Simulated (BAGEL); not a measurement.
# UHF/3-21G (density fitting with qzvpp-jkfit) run of C2H2F2N (SMILES C=N[C](F)F)

Aim: the energy change on altering one bond length of C2H2F2N at UHF/3-21G (density fitting with qzvpp-jkfit), from 2 runs. 

Program for the calculation: BAGEL 1.2.2.

## Step 1: The system as given

C2H2F2N: 7 atoms, total charge 0, spin state doublet. As SMILES, `C=N[C](F)F`. The coordinates come from a GFN2-xTB relaxation. This is one conformer, not always the lowest.

Bond lengths: C1–N2 1.309 Å, N2–C3 1.265 Å, C3–F4 1.316 Å, C3–F5 1.342 Å, C1–H6 1.074 Å, C1–H7 1.082 Å. Angles: C1–N2–C3 128.5°, N2–C3–F4 122.1°, N2–C3–F5 128.2°, F4–C3–F5 109.6°, N2–C1–H6 116.6°, N2–C1–H7 123.5°, H6–C1–H7 119.9°.

## Step 2: The energy at UHF/3-21G (density fitting with qzvpp-jkfit)

Contents of input.json:

```json
{ "bagel" : [

{
  "title" : "molecule",
  "basis" : "3-21g",
  "df_basis" : "qzvpp-jkfit",
  "angstrom" : "true",
  "geometry" : [
    { "atom" : "C", "xyz" : [    0.197830,    0.742970,    0.949940 ] },
    { "atom" : "N", "xyz" : [   -0.528610,   -0.135140,    0.305710 ] },
    { "atom" : "C", "xyz" : [   -0.277460,   -0.710900,   -0.792830 ] },
    { "atom" : "F", "xyz" : [   -1.029680,   -1.684470,   -1.260700 ] },
    { "atom" : "F", "xyz" : [    0.680660,   -0.414240,   -1.684400 ] },
    { "atom" : "H", "xyz" : [   -0.273310,    1.245090,    1.773950 ] },
    { "atom" : "H", "xyz" : [    1.230560,    0.956700,    0.708330 ] }
  ]
},
{ "title" : "uhf", "nopen" : 1 },
{ "title" : "print", "file" : "orbitals.molden", "orbitals" : "true" }

]}
```

Run with:

```
$ BAGEL_NUM_THREADS=1 BAGEL input.json > input.out
```

Log:

```text
* using 1 threads per process

  ===============================================================
  ===============================================================

  *** Geometry ***

  { "atom" : "C", "xyz" : [      0.373845,      1.404010,      1.795126 ] },
  { "atom" : "N", "xyz" : [     -0.998928,     -0.255378,      0.577708 ] },
  { "atom" : "C", "xyz" : [     -0.524323,     -1.343406,     -1.498232 ] },
  { "atom" : "F", "xyz" : [     -1.945813,     -3.183187,     -2.382378 ] },
  { "atom" : "F", "xyz" : [      1.286261,     -0.782800,     -3.183055 ] },
  { "atom" : "H", "xyz" : [     -0.516481,      2.352879,      3.352280 ] },
  { "atom" : "H", "xyz" : [      2.325421,      1.807901,      1.338550 ] },

  Number of auxiliary basis functions:      417

  Since a DF basis is specified, we compute 2- and 3-index integrals:
    o Being stored without compression. Storage requirement is 0.008 GB

  Number of basis functions:       49
  Number of electrons      :       39

    * METHOD: MOLECULE                             0.12

  *** Open-shell HF ***

  === Nuclear Repulsion ===
   169.5238195079

      * DIIS with orbital gradients will be used.

  === UHF iteration (3-21g) ===
      0       -328.15669798          0.06083710           0.05
      1       -328.28695528          0.03782469           0.05
      2       -328.32913849          0.02206440           0.05
      3       -328.35067321          0.00181586           0.05
      4       -328.35372727          0.00096044           0.05
      5       -328.35515655          0.00067974           0.05
      6       -328.35639175          0.00043041           0.05
      7       -328.35711721          0.00024614           0.05
      8       -328.35728577          0.00005586           0.05
      9       -328.35729069          0.00003054           0.05
     10       -328.35729106          0.00001058           0.05
     11       -328.35729191          0.00000517           0.05
     12       -328.35729211          0.00000195           0.05
     13       -328.35729213          0.00000077           0.05
     14       -328.35729213          0.00000033           0.05
     15       -328.35729213          0.00000012           0.05
     16       -328.35729213          0.00000006           0.05
     17       -328.35729213          0.00000002           0.05
     18       -328.35729213          0.00000001           0.05
    * SCF iteration converged.

    * S^2 (UHF) is 0.9142

    * Permanent dipole moment:
           (   -0.511603,    -0.586907,    -0.431937) a.u.

    * METHOD: UHF                                  0.97

    * METHOD: PRINT                                0.01

  ===============================================================
```

Run time: 1.2 s. Hardware: 1 thread of Arm Neoverse V1, shared host.

## Step 3: The distorted shape, same level

Contents of hf.json:

```json
{ "bagel" : [

{
  "title" : "molecule",
  "basis" : "3-21g",
  "df_basis" : "qzvpp-jkfit",
  "angstrom" : "true",
  "geometry" : [
    { "atom" : "C", "xyz" : [    0.122482,    0.915704,    1.279514 ] },
    { "atom" : "N", "xyz" : [   -0.603958,    0.037594,    0.635284 ] },
    { "atom" : "C", "xyz" : [   -0.277460,   -0.710900,   -0.792830 ] },
    { "atom" : "F", "xyz" : [   -1.029680,   -1.684470,   -1.260700 ] },
    { "atom" : "F", "xyz" : [    0.680660,   -0.414240,   -1.684400 ] },
    { "atom" : "H", "xyz" : [   -0.348658,    1.417824,    2.103524 ] },
    { "atom" : "H", "xyz" : [    1.155212,    1.129434,    1.037904 ] }
  ]
},
{ "title" : "uhf", "nopen" : 1 },
{ "title" : "print", "file" : "orbitals.molden", "orbitals" : "true" }

]}
```

Run with:

```
$ BAGEL_NUM_THREADS=1 BAGEL hf.json > hf.out
```

Log:

```text
* using 1 threads per process

  ===============================================================
  ===============================================================

  *** Geometry ***

  { "atom" : "C", "xyz" : [      0.231457,      1.730430,      2.417931 ] },
  { "atom" : "N", "xyz" : [     -1.141315,      0.071042,      1.200513 ] },
  { "atom" : "C", "xyz" : [     -0.524323,     -1.343406,     -1.498232 ] },
  { "atom" : "F", "xyz" : [     -1.945813,     -3.183187,     -2.382378 ] },
  { "atom" : "F", "xyz" : [      1.286261,     -0.782800,     -3.183055 ] },
  { "atom" : "H", "xyz" : [     -0.658868,      2.679299,      3.975084 ] },
  { "atom" : "H", "xyz" : [      2.183034,      2.134321,      1.961354 ] },

  Number of auxiliary basis functions:      417

  Since a DF basis is specified, we compute 2- and 3-index integrals:
    o Being stored without compression. Storage requirement is 0.008 GB

  Number of basis functions:       49
  Number of electrons      :       39

    * METHOD: MOLECULE                             0.12

  *** Open-shell HF ***

  === Nuclear Repulsion ===
   158.2353433738

      * DIIS with orbital gradients will be used.

  === UHF iteration (3-21g) ===
      0       -327.99226433          0.06701246           0.05
      1       -328.10739118          0.05434942           0.05
      2       -328.18040365          0.03842328           0.04
      3       -328.25944413          0.00434122           0.05
      4       -328.26936533          0.00332477           0.05
      5       -328.27760651          0.00248724           0.05
      6       -328.28538927          0.00073782           0.05
      7       -328.28615736          0.00040815           0.05
      8       -328.28673748          0.00019577           0.05
      9       -328.28708136          0.00014154           0.05
     10       -328.28731542          0.00007784           0.05
     11       -328.28739916          0.00005706           0.05
     12       -328.28744819          0.00003591           0.05
     13       -328.28746048          0.00002034           0.05
     14       -328.28746360          0.00000847           0.05
     15       -328.28746377          0.00000460           0.05
     16       -328.28746394          0.00000270           0.05
     17       -328.28746396          0.00000197           0.05
     18       -328.28746399          0.00000111           0.05
     19       -328.28746399          0.00000065           0.05
     20       -328.28746399          0.00000039           0.05
     21       -328.28746399          0.00000024           0.05
     22       -328.28746399          0.00000016           0.05
     23       -328.28746399          0.00000009           0.05
     24       -328.28746399          0.00000004           0.05
     25       -328.28746399          0.00000003           0.05
     26       -328.28746399          0.00000002           0.05
     27       -328.28746399          0.00000001           0.05
     28       -328.28746399          0.00000000           0.05
    * SCF iteration converged.

    * S^2 (UHF) is 1.1292

    * Permanent dipole moment:
           (   -0.537686,    -0.765226,    -0.728019) a.u.

    * METHOD: UHF                                  1.43

    * METHOD: PRINT                                0.01

  ===============================================================
```

Run time: 1.7 s. Hardware: 1 thread of Arm Neoverse V1, shared host.

## Step 4: Results

At UHF/3-21G (density fitting with qzvpp-jkfit):

```
                                                         quantity          value
                                        first shape: total energy  -328.35729 Eh
                                       first shape: dipole moment         2.26 D
                                                first shape: ⟨S²⟩          0.914
                                    distorted shape: total energy  -328.28746 Eh
                                   distorted shape: dipole moment         3.01 D
                                            distorted shape: ⟨S²⟩          1.129
energy change with the N2–C3 bond stretched from 1.265 to 1.645 Å       1.900 eV
```

**Reading.** With the N2–C3 bond stretched from 1.265 to 1.645 Å the energy rises by 1.90 eV (44 kcal/mol). The first shape isn't relaxed at this level, so the change isn't measured from a minimum. ⟨S²⟩ (first shape) is 0.91 where a pure doublet has 0.75: the reference is spin-contaminated. ⟨S²⟩ (distorted shape) is 1.13 where a pure doublet has 0.75: the reference is spin-contaminated.
